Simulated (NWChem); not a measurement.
The numbers come from NWChem runs, not from measurements. System: AlF₃, charge 0, spin multiplicity 1, at a geometry optimised with B3LYP/def2-SVP. The structure started from a generated list of species. Level: RHF/def2-TZVP.

Output (cleaned and shortened):

```
             Northwest Computational Chemistry Package (NWChem) 7.3.0
             --------------------------------------------------------

                                NWChem Input Module
                                -------------------

 Scaling coordinates for geometry "geometry" by  1.889725989
 (inverse scale =  0.529177249)

 Turning off AUTOSYM since
 SYMMETRY directive was detected!

                             Geometry "geometry" -> ""
                             -------------------------

 Output coordinates in angstroms (scale by  1.889725989 to convert to a.u.)

  No.       Tag          Charge          X              Y              Z
 ---- ---------------- ---------- -------------- -------------- --------------
    1 Al                  13.0000     0.00000000     0.00000000     0.00000200
    2 F                    9.0000     0.00000000     0.00000000     1.64568100
    3 F                    9.0000     1.42519100     0.00000000    -0.82284200
    4 F                    9.0000    -1.42519100     0.00000000    -0.82284200

 Effective nuclear repulsion energy (a.u.)     157.9793473326

            Nuclear Dipole moment (a.u.)
            ----------------------------
        X                 Y               Z
 ---------------- ---------------- ----------------
     0.0000000000     0.0000000000    -0.0000018897

      Symmetry information
      --------------------

 Group name             C2v
 Group number             16
 Group order               4
 No. of unique centers     3

      Symmetry unique atoms

     1    2    3


 Summary of "ao basis" -> "" (spherical)
 ------------------------------------------------------------------------------
       Tag                 Description            Shells   Functions and Types
 ---------------- ------------------------------  ------  ---------------------
 *                         def2-tzvp                  on all atoms

 Summary of "ao basis" -> "ao basis" (spherical)
 ------------------------------------------------------------------------------
       Tag                 Description            Shells   Functions and Types
 ---------------- ------------------------------  ------  ---------------------
 Al                        def2-tzvp                13       37   5s5p2d1f
 F                         def2-tzvp                11       31   5s3p2d1f

                                 NWChem SCF Module
                                 -----------------

  ao basis        = "ao basis"
  functions       =   130
  atoms           =     4
  closed shells   =    20
  open shells     =     0
  charge          =   0.00
  wavefunction    = RHF
  use symmetry    = T
  symmetry adapt  = T

 Summary of "ao basis" -> "ao basis" (spherical)
 ------------------------------------------------------------------------------
       Tag                 Description            Shells   Functions and Types
 ---------------- ------------------------------  ------  ---------------------
 Al                        def2-tzvp                13       37   5s5p2d1f
 F                         def2-tzvp                11       31   5s3p2d1f

      Symmetry analysis of basis
      --------------------------

        a1         51
        a2         16
        b1         37
        b2         26

 Forming initial guess at       0.1s

      Superposition of Atomic Density Guess
      -------------------------------------

 Sum of atomic energies:        -540.12905898

      Non-variational initial energy
      ------------------------------

 Total energy =    -540.257333
 1-e energy   =   -1068.300234
 2-e energy   =     370.063554
 HOMO         =      -0.668027
 LUMO         =      -0.091404

      Symmetry analysis of molecular orbitals - initial
      -------------------------------------------------

  Numbering of irreducible representations:

     1 a1          2 a2          3 b1          4 b2

  Orbital symmetries:

     1 a1          2 a1          3 b1          4 a1          5 a1
     6 b1          7 a1          8 b2          9 a1         10 b1
    11 a1         12 a1         13 a1         14 b1         15 b2
    16 a1         17 b1         18 a2         19 b2         20 b1
    21 a1         22 b2         23 b1         24 a1         25 a1
    26 a2         27 b2         28 b2         29 b1         30 a1

 Starting SCF solution at       1.9s

 ----------------------------------------------
         Quadratically convergent ROHF

 Convergence threshold     :          1.000E-07
 Maximum no. of iterations :          100
 Final Fock-matrix accuracy:          1.000E-09
 ----------------------------------------------

              iter       energy          gnorm     gmax       time
             ----- ------------------- --------- --------- --------
                 1     -540.5232345528  1.45D+00  3.01D-01      2.0
                 2     -540.6112025392  2.78D-01  1.05D-01      2.2
                 3     -540.6159838880  5.69D-02  2.16D-02      2.2
                 4     -540.6162865600  1.96D-03  5.39D-04      2.6
                 5     -540.6162869220  1.54D-06  3.95D-07      3.0
                 6     -540.6162869220  8.47D-09  2.31D-09      3.4

       Final RHF  results
       ------------------

         Total SCF energy =   -540.616286921982
      One-electron energy =  -1071.316845387318
      Two-electron energy =    372.721211132696
 Nuclear repulsion energy =    157.979347332640

        Time for solution =      1.5s

       Symmetry analysis of molecular orbitals - final
       -----------------------------------------------

  Numbering of irreducible representations:

     1 a1          2 a2          3 b1          4 b2

  Orbital symmetries:

     1 a1          2 b1          3 a1          4 a1          5 a1
     6 b2          7 b1          8 a1          9 a1         10 b1
    11 a1         12 a1         13 b1         14 a1         15 b2
    16 a1         17 b1         18 a2         19 b2         20 b1
    21 a1         22 b2         23 b1         24 a1         25 a1
    26 b2         27 a2         28 b2         29 b1         30 a1

             Final eigenvalues
             -----------------

              1
    1  -58.5524
    2  -26.2852
    3  -26.2852
    4  -26.2852
    5   -4.9625
    6   -3.2816
    7   -3.2788
    8   -3.2788
    9   -1.5770
   10   -1.5651
   11   -1.5651
   12   -0.7337
   13   -0.6901
   14   -0.6901
   15   -0.6644
   16   -0.6571
   17   -0.6571
   18   -0.6475
   19   -0.6475
   20   -0.6329
   21    0.0480
   22    0.0810
   23    0.1579
   24    0.1579
   25    0.2658
   26    0.3148
   27    0.3204
   28    0.3204
   29    0.3759
   30    0.3759

                       ROHF Final Molecular Orbital Analysis
                       -------------------------------------

 Vector   18  Occ=2.000000D+00  E=-6.474635D-01  Symmetry=a2
              MO Center= -1.8D-09,  1.5D-14, -8.0D-01, r^2= 2.5D+00
   Bfn.  Coefficient  Atom+Function         Bfn.  Coefficient  Atom+Function
  ----- ------------  ---------------      ----- ------------  ---------------
    75      0.338375  3 F  py               106     -0.338375  4 F  py
    78      0.299906  3 F  py               109     -0.299906  4 F  py
    81      0.177369  3 F  py               112     -0.177369  4 F  py

 Vector   19  Occ=2.000000D+00  E=-6.474633D-01  Symmetry=b2
              MO Center=  1.8D-09, -8.4D-16,  8.0D-01, r^2= 2.5D+00
   Bfn.  Coefficient  Atom+Function         Bfn.  Coefficient  Atom+Function
  ----- ------------  ---------------      ----- ------------  ---------------
    44      0.390728  2 F  py                47      0.346308  2 F  py
    50      0.204812  2 F  py                75     -0.195355  3 F  py
   106     -0.195355  4 F  py                78     -0.173145  3 F  py
   109     -0.173145  4 F  py

 Vector   20  Occ=2.000000D+00  E=-6.328751D-01  Symmetry=b1
              MO Center=  1.0D-13,  6.9D-18,  6.3D-06, r^2= 3.1D+00
   Bfn.  Coefficient  Atom+Function         Bfn.  Coefficient  Atom+Function
  ----- ------------  ---------------      ----- ------------  ---------------
    43      0.284821  2 F  px                46      0.247112  2 F  px
    76     -0.246659  3 F  pz               107      0.246659  4 F  pz
    79     -0.214003  3 F  pz               110      0.214003  4 F  pz

 Vector   21  Occ=0.000000D+00  E= 4.799812D-02  Symmetry=a1
              MO Center=  7.8D-16, -6.2D-17,  1.3D-05, r^2= 4.4D+00
   Bfn.  Coefficient  Atom+Function         Bfn.  Coefficient  Atom+Function
  ----- ------------  ---------------      ----- ------------  ---------------
     5      1.329660  1 Al s                 42     -0.285223  2 F  s
    73     -0.285220  3 F  s                104     -0.285220  4 F  s
     3     -0.160661  1 Al s

 Vector   22  Occ=0.000000D+00  E= 8.099294D-02  Symmetry=b2
              MO Center= -6.4D-16,  4.1D-18,  6.0D-06, r^2= 5.7D+00
   Bfn.  Coefficient  Atom+Function         Bfn.  Coefficient  Atom+Function
  ----- ------------  ---------------      ----- ------------  ---------------
    19      1.019261  1 Al py                16      0.190209  1 Al py
    50     -0.174109  2 F  py                81     -0.174108  3 F  py
   112     -0.174108  4 F  py

 Vector   23  Occ=0.000000D+00  E= 1.579411D-01  Symmetry=b1
              MO Center= -3.9D-13,  2.7D-15,  1.5D-01, r^2= 7.9D+00
   Bfn.  Coefficient  Atom+Function         Bfn.  Coefficient  Atom+Function
  ----- ------------  ---------------      ----- ------------  ---------------
    18      1.482062  1 Al px                73     -0.646329  3 F  s
   104      0.646329  4 F  s                 49     -0.154222  2 F  px

 center of mass
 --------------
 x =   0.00000000 y =   0.00000000 z =  -0.00000007

 moments of inertia (a.u.)
 ------------------
         275.611792608906           0.000000000000           0.000000000000
           0.000000000000         551.219168897687           0.000000000000
           0.000000000000           0.000000000000         275.607376288780

  Mulliken analysis of the total density
  --------------------------------------

    Atom       Charge   Shell Charges
 -----------   ------   -------------------------------------------------------
    1 Al  13    11.72   2.00  0.65  1.34  0.42  0.00  2.93  2.28  0.83  0.58  0.05  0.34  0.12  0.17
    2 F    9     9.43   0.77  1.20  0.59  1.01  0.34  2.24  2.30  0.97  0.00  0.01  0.00
    3 F    9     9.43   0.77  1.20  0.59  1.01  0.34  2.24  2.30  0.97  0.00  0.01  0.00
    4 F    9     9.43   0.77  1.20  0.59  1.01  0.34  2.24  2.30  0.97  0.00  0.01  0.00

       Multipole analysis of the density wrt the origin
       ------------------------------------------------

     L   x y z        total         open         nuclear
     -   - - -        -----         ----         -------
     0   0 0 0     -0.000000      0.000000     40.000000

     1   1 0 0     -0.000000      0.000000      0.000000
     1   0 1 0     -0.000000      0.000000      0.000000
     1   0 0 1      0.000008      0.000000     -0.000002

     2   2 0 0    -23.224740      0.000000    130.561857
     2   1 1 0     -0.000000      0.000000      0.000000
     2   1 0 1     -0.000000      0.000000      0.000000
     2   0 2 0    -15.147271      0.000000      0.000000
     2   0 1 1      0.000000      0.000000      0.000000
     2   0 0 2    -23.224857      0.000000    130.563949

 Task  times  cpu:        3.4s     wall:        3.4s

 Total times  cpu:        3.5s     wall:        3.5s
```

Write an NWChem input that would produce this output.

Several could match; the one computed here: 
```
start mol
memory heap 200 mb stack 900 mb global 1100 mb
geometry units angstroms nocenter noautoz
  Al     0.000000     0.000000     0.000002
  F      0.000000     0.000000     1.645681
  F      1.425191     0.000000    -0.822842
  F     -1.425191     0.000000    -0.822842
  symmetry group C2v
end
basis spherical
  * library def2-tzvp
end
scf
  rhf
  nopen 0
  maxiter 100
  thresh 1e-7
  semidirect memsize 60000000 filesize 0
end
task scf energy
```
